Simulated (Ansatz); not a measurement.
A calculation with Ansatz (development build ahead of 0.2.0).

```yaml
crystal:
  periodic: [false, false, false]
  atoms:
    - { symbol: Na, position_ang: [0.0, 0.0, -0.14516] }
    - { symbol: H, position_ang: [0.0, 0.0, 1.5968] }
basis:
  gaussian: { orbitals: cc-pVDZ }
hamiltonian:
  xc: hf
correlation:
  method: mp2
  frozen_orbitals: { H: 0, Na: 1 }
```

The input is written out in the form of the current development build from the run's settings.

The run gave:

```
Converged                       : yes
Reference energy                : -162.38070 hartree
Correlation energy              : -0.02352 hartree
Total energy                    : -162.40422 hartree
Spin squared of the determinant : 0.000
```
